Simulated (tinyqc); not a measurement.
Ways to converge the cycle: SCF convergence aids in the sto-3g basis, for Li2+, spin multiplicity 2. Computed by the program tinyqc with PySCF. UHF with one setting changed at a time; a run stops when the energy changes by less than 1e-09 hartree and the error matrix is below 1e-5. The start is random orbitals. Damping d keeps d of the old density; a shift (hartree) raises the virtual levels; DIIS n extrapolates F over n matrices.

Geometry (angstrom):
```
atom       x       y       z
Li    0.0000  0.0000  0.0000
Li    0.0000  0.0000  3.3950
```

lowest solution found by these runs and by PySCF with stability checks = -14.503719 hartree

Largest element of the error matrix X^T (FDS - SDF) X:
```
iteration    plain  damping 0.3  damping 0.6  shift 0.4   DIIS 3   DIIS 8
1          7.6e-01      7.6e-01      7.6e-01    7.6e-01  7.6e-01  7.6e-01
2          1.3e-01      2.3e-01      4.4e-01    1.6e-01  1.3e-01  1.3e-01
3          3.3e-02      9.0e-02      2.7e-01    5.1e-02  3.3e-02  3.3e-02
4          2.2e-02      3.6e-02      1.6e-01    4.4e-02  2.0e-02  2.0e-02
5          1.4e-02      2.4e-02      1.0e-01    3.7e-02  4.3e-03  4.2e-03
6          8.5e-03      1.8e-02      6.9e-02    3.1e-02  1.3e-03  1.1e-03
8          3.3e-03      9.6e-03      3.0e-02    2.3e-02  9.4e-05  7.6e-05
10         1.3e-03      5.2e-03      1.8e-02    1.7e-02  1.7e-05  1.5e-06
14         2.1e-04      1.5e-03      9.1e-03    8.7e-03        -        -
20         1.4e-05      2.6e-04      3.4e-03    3.2e-03        -        -
30               -      1.3e-05      6.6e-04    6.2e-04        -        -
45               -            -      6.0e-05    5.4e-05        -        -
```

How each run ends:
```
run          iterations  E (hartree)         state
plain                22    -14.50372  lowest found
damping 0.3          32    -14.50372  lowest found
damping 0.6          57    -14.50372  lowest found
shift 0.4            56    -14.50372  lowest found
DIIS 3               13    -14.50372  lowest found
DIIS 8               10    -14.50372  lowest found
```

What does the comparison show, and why?

6 of 6 runs reach the lowest solution found, in 10 to 57 iterations (fastest: DIIS 8). Plain steps already contract here, so damping only slows them. DIIS 3 and DIIS 8 gain by cancelling the error over several earlier matrices, much as a quasi-Newton step does.
